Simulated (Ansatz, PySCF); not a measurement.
Molecule: C$_{4}$H$_{5}$, net charge 0, doublet state. It need not be the lowest isomer of its formula. SMILES: C1[C@H]2[C@@H]1[CH]2
Coordinates optimised at B3LYP-D3(BJ)/def2-TZVP (Ansatz, a quantum-chemistry and plane-wave program):
```
C
H 1 1.0800
C 1 1.4541 2 129.43
H 3 1.0820 1 125.05 2 3.66
C 3 1.4541 4 125.05 1 81.77
H 5 1.0800 3 129.43 4 -3.66
C 1 1.4962 2 126.14 3 -149.89
H 7 1.0852 1 117.05 2 6.32
H 7 1.0866 8 114.57 1 144.21
```
Charge 0, spin multiplicity 2.


Property: enthalpy of formation at 298 K (from the atomisation energy, B3LYP-D3(BJ)/def2-TZVP harmonic zero-point and thermal terms from PySCF, and the atoms' enthalpies of formation in the G2/97 table; no spin-orbit terms, and no core term in the frozen-core levels), in kJ/mol. Valence correlation only, unless marked. Open shells are spin-unrestricted. Spin-orbit coupling is left out. No relativistic terms. The coupled-cluster limit lacks core correlation, which all-electron functionals hold. CBS(X,Y): correlation extrapolated as X^-3; Hartree-Fock from the larger set. [CCSD(T)-MP2]/basis is that difference in the basis named.

| level | program | enthalpy of formation at 298 K (kJ/mol) |
|---|---|---|
| PBE-D3(BJ)/def2-TZVPD | Ansatz + dftd3 | 288.8 |
| BLYP-D4/def2-TZVPD | Ansatz + dftd4 | 438.2 |
| r2SCAN-D4/def2-TZVPD | Ansatz + dftd4 | 391.4 |
| PBE0-D4/def2-TZVPD | Ansatz + dftd4 | 356.2 |

**Question.** Estimate the value at RI-MP2/CBS(cc-pVTZ,cc-pVQZ)+[CCSD(T)-MP2]/cc-pVTZ as computed with Ansatz.

**Answer.** 439.9 kJ/mol
